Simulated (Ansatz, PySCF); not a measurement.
Breaking a bond: FLi, singlet. Each curve is given relative to its own lowest point between 1.34 and 1.94 Å, where full CI is lowest.

| R / Å | A | B | C |
|---|---|---|---|
| 1.34 | 65.7 | 88.1 | 65.3 |
| 1.44 | 14.1 | 26.3 | 14.2 |
| 1.52 | 0.0 | 5.0 | 0.0 |
| 1.60 | 1.2 | 0.0 | 0.9 |
| 1.69 | 13.9 | 6.9 | 13.1 |
| 1.77 | 31.2 | 20.1 | 29.8 |
| 1.80 | 38.6 | 26.2 | 37.0 |
| 1.86 | 54.4 | 39.8 | 52.3 |
| 1.94 | 76.8 | 59.9 | 74.1 |
| 2.02 | 100.1 | 81.6 | 96.7 |
| 2.08 | 117.7 | 98.3 | 113.9 |
| 2.18 | 147.2 | 126.8 | 142.6 |
| 2.31 | 184.9 | 163.9 | 179.2 |
| 2.48 | 232.5 | 211.5 | 225.2 |
| 2.69 | 287.4 | 267.7 | 277.7 |
| 2.96 | 350.2 | 334.5 | 337.0 |
| 3.28 | 412.4 | — | 394.6 |
| 3.64 | 459.1 | — | 443.8 |
| 4.06 | 489.7 | — | 484.5 |
| 4.62 | 512.4 | — | 520.9 |
| 5.31 | 528.1 | — | 549.9 |

Energies in kJ/mol.

Task: Which curve belongs to which method? The methods are restricted B3LYP/6-31G*, spherical d (PySCF); unrestricted M06-2X/6-31G*, spherical d (PySCF 2.14.0); MP2 on UHF/cc-pVDZ, frozen core run with Ansatz (an electronic-structure program).

Result: A is UKS-M06-2X/6-31G*; B is UMP2; C is RKS-B3LYP/6-31G*.

Dashes: no converged value, or the column stops at the first point that the program doubted or that broke a chosen test of continuity, which isn't proof of a fault.

The scan ran from 1.34 to 6.28 Å; beyond the distances shown full CI changes its symmetry label. The unrestricted determinant behind UKS-M06-2X/6-31G* is spin-contaminated at 3.64 to 5.31 Å (<S²> up to 0.7, against 0.00 for a pure singlet). The restricted form behind RKS-B3LYP/6-31G* keeps the bonding electrons paired and can't separate into open-shell fragments. The unrestricted determinant behind UMP2 is spin-contaminated at 3.28 to 5.31 Å (<S²> up to 1.0, against 0.00 for a pure singlet).
